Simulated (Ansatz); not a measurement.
Nudged elastic band run: AlH6N

Input:

```yaml
crystal:
  periodic: [false, false, false]
  atoms:
    - { symbol: Al, position_ang: [0.111213, -0.852188, 0.081803] }
    - { symbol: "N", position_ang: [0.014391, -0.120824, 1.718867] }
    - { symbol: H, position_ang: [-0.84741, 0.000696, 2.253035] }
    - { symbol: H, position_ang: [0.817311, 0.180764, 2.273002] }
    - { symbol: H, position_ang: [1.558089, -0.99599, -0.572011] }
    - { symbol: H, position_ang: [-1.258235, -1.296105, -0.603681] }
    - { symbol: H, position_ang: [-0.457141, 3.47199, 1.704571] }
    - { symbol: H, position_ang: [-0.353419, 2.734855, 1.610812] }
basis:
  gaussian: { orbitals: "6-31G*" }
hamiltonian:
  xc: blyp
neb:
  order_check: false
  images: 7
  f_tol: 0.05
  max_iterations: 60
  final_atoms:
    - { symbol: Al, position_ang: [0.06305813, 0.39090876, -0.03495829] }
    - { symbol: "N", position_ang: [-0.15774623, 0.3899191, 2.0627214] }
    - { symbol: H, position_ang: [-0.35963462, -0.55316637, 2.42057927] }
    - { symbol: H, position_ang: [0.69625077, 0.71961484, 2.53199259] }
    - { symbol: H, position_ang: [1.32809848, -0.60136816, -0.16143959] }
    - { symbol: H, position_ang: [-1.38346993, -0.19054124, -0.4478808] }
    - { symbol: H, position_ang: [0.32623835, 1.96511486, -0.26636289] }
    - { symbol: H, position_ang: [-0.92799596, 1.00271621, 2.36174631] }
  initial_path:
    images:
      - { positions_ang: [[0.111213, -0.852188, 0.081803], [0.014391, -0.120824, 1.718867], [-0.84741, 0.000696, 2.253035], [0.817311, 0.180764, 2.273002], [1.558089, -0.99599, -0.572011], [-1.258235, -1.296105, -0.603681], [-0.457141, 3.47199, 1.704571], [-0.353419, 2.734855, 1.610812]] }
      - { positions_ang: [[0.08937276, -0.67756413, 0.07928348], [0.00485493, -0.04405384, 1.86805543], [-0.8631842, -0.00174543, 2.4054176], [0.82317586, 0.27065446, 2.4088731], [1.51629184, -0.81212862, -0.59704788], [-1.27129642, -1.04219426, -0.63437378], [-0.39997543, 3.01957894, 1.37456967], [-0.31444034, 2.41065088, 1.56162039]] }
      - { positions_ang: [[0.06753253, -0.50294026, 0.07676397], [-0.00468114, 0.03271633, 2.01724386], [-0.87895841, -0.00418686, 2.55780019], [0.82904072, 0.36054491, 2.54474421], [1.47449468, -0.62826723, -0.62208477], [-1.28435784, -0.78828352, -0.66506657], [-0.34280985, 2.56716787, 1.04456833], [-0.27546168, 2.08644676, 1.51242878]] }
      - { positions_ang: [[0.04569229, -0.32831639, 0.07424445], [-0.01421721, 0.10948649, 2.16643229], [-0.89473261, -0.00662829, 2.71018279], [0.83490558, 0.45043537, 2.68061531], [1.43269751, -0.44440585, -0.64712165], [-1.29741926, -0.53437278, -0.69575935], [-0.28564428, 2.11475681, 0.714567], [-0.23648303, 1.76224264, 1.46323717]] }
      - { positions_ang: [[0.02385205, -0.15369252, 0.07172493], [-0.02375328, 0.18625666, 2.31562072], [-0.91050681, -0.00906972, 2.86256539], [0.84077044, 0.54032582, 2.81648641], [1.39090035, -0.26054446, -0.67215853], [-1.31048068, -0.28046204, -0.72645214], [-0.2284787, 1.66234574, 0.38456566], [-0.19750437, 1.43803852, 1.41404556]] }
      - { positions_ang: [[0.03365357, -0.0175422, 0.04505413], [-0.05725152, 0.23717227, 2.25239589], [-0.77278877, -0.14509388, 2.75206886], [0.80464052, 0.58514808, 2.74536296], [1.37519989, -0.34575039, -0.5444788], [-1.32872799, -0.25798184, -0.6568093], [-0.08979944, 1.73803802, 0.22183352], [-0.38012727, 1.32920794, 1.65097075]] }
      - { positions_ang: [[0.04345509, 0.11860812, 0.01838332], [-0.09074975, 0.28808788, 2.18917106], [-0.63507072, -0.28111804, 2.64157233], [0.76851061, 0.62997033, 2.6742395], [1.35949942, -0.43095631, -0.41679906], [-1.34697531, -0.23550164, -0.58716647], [0.04887982, 1.8137303, 0.05910139], [-0.56275016, 1.22037736, 1.88789594]] }
      - { positions_ang: [[0.05325661, 0.25475844, -0.00828749], [-0.12424799, 0.33900349, 2.12594623], [-0.49735267, -0.4171422, 2.5310758], [0.73238069, 0.67479259, 2.60311604], [1.34379895, -0.51616224, -0.28911933], [-1.36522262, -0.21302144, -0.51752363], [0.18755909, 1.88942258, -0.10363075], [-0.74537306, 1.11154678, 2.12482113]] }
      - { positions_ang: [[0.06305813, 0.39090876, -0.03495829], [-0.15774623, 0.3899191, 2.0627214], [-0.35963462, -0.55316637, 2.42057927], [0.69625077, 0.71961484, 2.53199259], [1.32809848, -0.60136816, -0.16143959], [-1.38346993, -0.19054124, -0.4478808], [0.32623835, 1.96511486, -0.26636289], [-0.92799596, 1.00271621, 2.36174631]] }
```

Command:

```bash
$ ansatz run input.yaml --threads 1 --pin off --max-ram 2048MiB --backend cpu --events-out ev --progress --plain --runs-dir out
```

Output, in part (warnings, iteration lines, the closing report on the highest movable image, with atoms numbered from 0):

```
NEB end point (image 0): max|allowed force component| = 2.596e-2 eV/Å (the criterion of neb.relax_end_points is 1.000e-2)
NEB end point (image 8): max|allowed force component| = 1.085e-3 eV/Å (the criterion of neb.relax_end_points is 1.000e-2)
NEB iter   1: max|band force component| = 6.402e0 eV/Å  barrier→ = 1.9899 eV  barrier← = 2.3725 eV  Δτ_max = 0.2000 Å  (191 SCF iters)
NEB iter   2: max|band force component| = 2.174e0 eV/Å  barrier→ = 1.1378 eV  barrier← = 1.5204 eV  Δτ_max = 0.2000 Å  (163 SCF iters)
NEB iter   3: max|band force component| = 6.088e0 eV/Å  barrier→ = 1.1580 eV  barrier← = 1.5406 eV  Δτ_max = 0.0996 Å  (156 SCF iters)
NEB iter   4: max|band force component| = 8.186e-1 eV/Å  barrier→ = 0.7015 eV  barrier← = 1.0841 eV  Δτ_max = 0.2000 Å  (144 SCF iters)
NEB iter   5: max|band force component| = 8.097e-1 eV/Å  barrier→ = 0.9707 eV  barrier← = 1.3533 eV  Δτ_max = 0.1114 Å  (145 SCF iters)
NEB iter   6: max|band force component| = 1.285e0 eV/Å  barrier→ = 0.7959 eV  barrier← = 1.1785 eV  CI = image 5  Δτ_max = 0.2000 Å  (145 SCF iters)
NEB iter   7: max|band force component| = 8.651e-1 eV/Å  barrier→ = 1.0601 eV  barrier← = 1.4427 eV  CI = image 5  Δτ_max = 0.0631 Å  (148 SCF iters)
NEB iter   8: max|band force component| = 5.984e-1 eV/Å  barrier→ = 1.0125 eV  barrier← = 1.3951 eV  CI = image 5  Δτ_max = 0.0362 Å  (139 SCF iters)
NEB iter   9: max|band force component| = 1.618e-1 eV/Å  barrier→ = 1.0014 eV  barrier← = 1.3840 eV  CI = image 5  Δτ_max = 0.0128 Å  (126 SCF iters)
NEB iter  10: max|band force component| = 4.899e-2 eV/Å  barrier→ = 1.0004 eV  barrier← = 1.3830 eV  CI = image 5  Δτ_max = 0.0000 Å  (279 SCF iters)
Total energy: -8182.08326350 eV, -300.6860139184 hartree
Atom 0 at     0.002089     0.037102     0.181212 Å, force    -0.031101    -0.004038    -0.044579 eV/Å
Atom 1 at    -0.055683     0.256947     2.100825 Å, force     0.042050    -0.006493     0.020392 eV/Å
Atom 2 at    -0.869536    -0.012276     2.661630 Å, force     0.004859     0.015025     0.001871 eV/Å
Atom 3 at     0.792966     0.214639     2.673670 Å, force    -0.024081    -0.006921     0.012212 eV/Å
Atom 4 at     1.453161    -0.210164    -0.429062 Å, force     0.022265     0.001746     0.001736 eV/Å
Atom 5 at    -1.362312    -0.484455    -0.457320 Å, force    -0.007398    -0.011380     0.000518 eV/Å
Atom 6 at    -0.196283     1.856205     0.403874 Å, force     0.010116     0.003333     0.019093 eV/Å
Atom 7 at    -0.179603     1.465199     1.331569 Å, force    -0.016711     0.008730    -0.011242 eV/Å
Dipole moment:     0.004749    -0.049924     0.513446 e Å
```

It converged. A vibrational analysis at the climbing image gives one clearly imaginary mode, 1239i cm⁻¹: a first-order saddle point. The orbitals stay closed-shell, which can raise the energy where a bond breaks towards radicals; this wasn't checked here.

Final band (atoms are numbered from 1 in the order of the input):

| image | path coordinate (Å) | energy (kcal/mol) | H7–H8 (Å) | Al1–H7 (Å) | N2–H8 (Å) |
| --- | --- | --- | --- | --- | --- |
| 0 | 0.00 | 0.0 | 0.75 | 4.65 | 2.88 |
| 1 | 0.76 | 0.1 | 0.75 | 4.28 | 2.96 |
| 2 | 1.53 | 0.5 | 0.75 | 3.82 | 3.02 |
| 3 | 2.29 | 1.6 | 0.75 | 3.14 | 2.76 |
| 4 | 3.06 | 6.5 | 0.76 | 2.46 | 2.21 |
| 5 | 3.82 | 23.1 | 1.01 | 1.84 | 1.44 |
| 6 | 4.66 | -4.0 | 2.02 | 1.63 | 1.03 |
| 7 | 5.50 | -8.4 | 2.82 | 1.61 | 1.03 |
| 8 | 6.33 | -8.8 | 3.07 | 1.61 | 1.03 |

Run time: 79 s on 1 thread of Arm Neoverse V2, with other jobs on the host, peak memory 0.09 GiB.
